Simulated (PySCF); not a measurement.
# SF₃⁻: relaxation and vibrations of the triplet

Where does triplet SF₃⁻ go from a PBE0 minimum start, is the end point a minimum, and what are its modes, charges and moments?

Method: PBE, basis S def2-SVPD, F def2-SVPD, no relativity, density fitting; program: PySCF 2.14.0.

### 1 The starting structure

4 atoms, charge -1, spin multiplicity 3.

Bond lengths: S1–F2 1.642 Å.

Coordinates in bohr (charge -1 multiplicity 3):
```
S     0.0000   -1.3365    0.0000
F     2.4881    0.5183    0.0000
F    -1.2440    0.8654   -2.8746
F    -1.2440    0.8654    2.8746
```

### 2 Finding the electronic state

The steps below are one call of a driver around PySCF. For each, scf.py gives the equivalent set-up of the SCF; relaxations use the driver's own optimiser. After this first run the driver tries any further starts and a stability analysis.

Contents of scf.py:

```python
from pyscf import gto, scf, dft
mol = gto.M(atom='''
S     -0.000000    -0.707240    -0.000000
F      1.316630     0.274250     0.000000
F     -0.658320     0.457970    -1.521190
F     -0.658320     0.457970     1.521190''',
    basis={'S': 'def2-SVPD', 'F': 'def2-SVPD'},
    charge=-1, spin=2)
mf = dft.UKS(mol, xc='PBE')
mf.grids.atom_grid = (50, 194)
aux = {'S': 'def2-universal-JKFIT', 'F': 'def2-universal-JKFIT'}
mf = mf.density_fit(auxbasis=aux)
mf.conv_tol = 1e-08
mf.diis_space = 10
mf.max_cycle = 60
mf.init_guess = 'minao'
mf.verbose = 4
mf.kernel()
```

The run is started by

```console
> OMP_NUM_THREADS=4 python axn.py task.json out
```

Further steps of the session: PBE0 minimum start, triplet: relaxation; Is it a minimum? Harmonic modes.

Q: Predict the outcome of this session. Wanted: minimum; geometry; wavenumbers; dipole moment; highest occupied, lowest empty level; polar-tensor charge of S1; zero-point energy; ⟨S²⟩.

As calculated:

| quantity | value |
| --- | --- |
| minimum | triplet, Cs |
| geometry | S–F 1.672 Å, S–F 2.089 Å (×2); F–S–F 86.6° (×2), F–S–F 100.0° |
| wavenumbers (cm⁻¹) | 97 (a'), 115 (a''), 188 (a'), 343 (a''), 371 (a'), 698 (a') |
| dipole moment (centre of mass) | 2.81 D |
| highest occupied, lowest empty level (either spin) | 0.09, 1.17 eV |
| polar-tensor charge of S1 | +0.85 e |
| zero-point energy | 10.8 kJ/mol |
| entropy at 298.15 K | 329.6 J/(mol K) |
| ⟨S²⟩ | 2.004 |

What this shows: The molecule stays Cs, as typed, and the end point is a minimum. The strongest infrared band lies at 343 cm⁻¹ (a'', mixed). Most of the spin sits on S1 (Mulliken spin 1.52, against 2 for the whole molecule). Other starts or spin states, not run here, may lie lower. A highest occupied level above zero is common for anions with such functionals; it warns that the extra electron is poorly described.

The anion's highest level is positive in at least one run, so there the basis alone may hold the extra electron.
